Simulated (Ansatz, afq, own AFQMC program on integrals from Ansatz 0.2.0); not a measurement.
AlGeH$_{2}$, quartet: AFQMC among the cluster methods

```yaml
atoms:
  - { symbol: Ge, position_ang: [-0.0108, 0.0000, 0.6644] }
  - { symbol: Al, position_ang: [-0.0327, 0.0000, -1.7631] }
  - { symbol: H, position_ang: [0.8273, -1.0534, -0.3408] }
  - { symbol: H, position_ang: [0.8273, 1.0534, -0.3408] }
```

Connectivity, by distances: Ge–Al, 2 bridging H.

Basis cc-pVDZ. Only valence electrons are correlated. Ansatz 0.2.0 and our own AFQMC program on the same integrals; the CISD trial comes from CCSD amplitudes, and released means the phaseless constraint is let go. Free projection: walkers drawn from exp(T), propagated without any constraint. Its projection time is finite, and what remains of the start isn't in its error. Uncertainties: one standard error, sampling alone. No spin–orbit coupling.

Determinant: UHF, the one that the program's search chose, which needn't be the lowest solution. The geometry is a PBE0/def2-TZVP stationary point of this or a neighbouring charge and spin state.

No full CI on the walks' own integrals is used here; CCSDT(Q) serves as the reference and is uncertain by about the last step of the cluster series.

Cautions: no relativity below Rb; no spin-orbit coupling; inner d shell frozen; another spin lies lower (by 3.42 eV).

```
T1 diagnostic                               : 0.0392
weight of the determinant in the CISD state : 0.865
⟨S²⟩ of the determinant                     : 3.761
size of the correlated space                : 9 electrons in 36 orbitals
```

```json
{"level": "MP2", "correlation energy (eV)": "-3.1989"}
{"level": "CCSD", "correlation energy (eV)": "-4.0428"}
{"level": "CCSD(T)", "correlation energy (eV)": "-4.1992"}
```

(1) Estimate where free-projection AFQMC lies against CCSD(T) on the same integrals.

(1) 2.68 ± 0.54 mEh below CCSD(T).

Reference: CCSDT(Q), correlation energy -4.251 eV. The released energy is read at 2.40 1/Eh (meV from the phaseless value at times in 1/Eh: 2 ± 12 at 0.24, -9 ± 12 at 0.51, -9 ± 12 at 0.99, -18 ± 10 at 1.62, -15 ± 12 at 2.40).

```
         level  E − E(reference) (mEh)  share of correlation (%)
       CCSD(T)                    1.92                     98.77
         CCSDT                    0.36                     99.77
 ph-AFQMC/CISD             0.56 ± 0.36                     99.64
released AFQMC             0.01 ± 0.43                     99.99
    free AFQMC            -0.76 ± 0.54                    100.48
```

Free projections are given only where their last times agree within the noise and don't stop above the reference; a slow remainder of the start can still hide under it. A walk keeps the symmetry of its determinant, which the program's search chose and which needn't be the lowest solution, so a lower state of the same spin and another symmetry isn't excluded. Released energies are given only where the last usable release times agree within the noise; a slower fall can still hide under it.
